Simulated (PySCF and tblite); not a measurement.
Results of a calculation; reference values are marked as such.
Dynamics report: rotation

System: C₄H₅FS, numbered as in [CH2:1]=[C:2]([F:3])[C:4]([CH3:5])=[S:6].

Motion: rotation about the C2–C4 bond (torsion C1–C2–C4–C5 from 180° to 360°, rising). Geometries: GFN2-xTB; energies: revPBE/pcSseg-1 + D3(BJ); zero-point and thermal terms from GFN2-xTB harmonic modes (soft modes blended into free rotors). Rates follow Eyring's equation with the number of equivalent paths and no tunnelling. Run with tblite and PySCF.

```
 point  symmetry  E(GFN2) kcal/mol  E(DFT) kcal/mol  ZPE change kcal/mol  lowest mode cm⁻¹  dipole D
 start        Cs               0.0              0.0                 0.00                67      1.29
saddle        C1               7.5              7.4                -0.21               72i      2.39
   end        Cs               3.2              0.6                 0.15                58      3.42
```

```
Electronic barrier                                      : 7.5 kcal/mol
Barrier with zero-point energy                          : 7.2 kcal/mol
ΔH‡ (298 K)                                             : 6.9 kcal/mol
ΔS‡ (298 K, symmetry apart)                             : -2.1 cal/(mol K)
Paths                                                   : 2 equivalent paths
End point                                               : a different minimum
Mean lifetime of the start against this motion at 298 K : 26 ns
Cost                                                    : 56 s on 1 thread of Arm Neoverse V1, on a host shared with other jobs (rough), peak memory 0.58 GiB, launched as `OMP_NUM_THREADS=1 python ens_run.py task.json out`
```

| T/K | ΔG‡ kcal/mol | k s⁻¹ | ΔG kcal/mol | k back s⁻¹ |
| --- | --- | --- | --- | --- |
| 150 | 7.3 | 127 | 0.8 | 1790 |
| 200 | 7.4 | 7.1×10⁴ | 0.8 | 5.3×10⁵ |
| 250 | 7.4 | 3.3×10⁶ | 0.8 | 1.7×10⁷ |
| 298 | 7.5 | 3.9×10⁷ | 0.8 | 1.6×10⁸ |
| 350 | 7.6 | 2.7×10⁸ | 0.8 | 8.9×10⁸ |
| 400 | 7.7 | 1.1×10⁹ | 0.8 | 3.1×10⁹ |
| 500 | 7.9 | 7.6×10⁹ | 0.9 | 1.8×10¹⁰ |

ΔG and ΔG‡ leave out symmetry numbers and mirror images; rates count paths: 2 out, 2 back.
